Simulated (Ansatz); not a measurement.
CH6OSi+: structure from calculated spectroscopic constants

These gas-phase data were calculated for one isomer of CH6OSi+ at B3LYP-D3(BJ)/def2-SVP (harmonic, unscaled wavenumbers; equilibrium rotational constants with average atomic masses):

```
rotational constants            : 17.15, 6.148, 4.837 GHz
all wavenumbers above 1500 cm⁻¹ : 3772, 3687, 3142, 3120, 3023, 2227, 1605
```

Candidates:

(1) the doublet with the links of `[CH2][SiH2][OH2+]`
(2) the doublet with the links of `C[SiH][OH2+]`

Q: Assign the data to one candidate and say why.

A: Candidate (2). 1 mode lies between 2000 and 2380 cm⁻¹, one for each Si–H bond, while (1) has 2.

The same quantities for all candidates:

```
     rotational constants (GHz)               wavenumbers above 1500 cm⁻¹  E above the lowest, B3LYP-D3(BJ)/def2-SVP (kcal/mol)
(1)         17.17, 5.982, 4.982  3780, 3693, 3243, 3135, 2346, 2316, 1603                                                  10.4
(2)         17.15, 6.148, 4.837  3772, 3687, 3142, 3120, 3023, 2227, 1605                                                   0.0
```

Each candidate is one conformer. Open shells are spin-unrestricted. Programs: Ansatz 0.2.0.
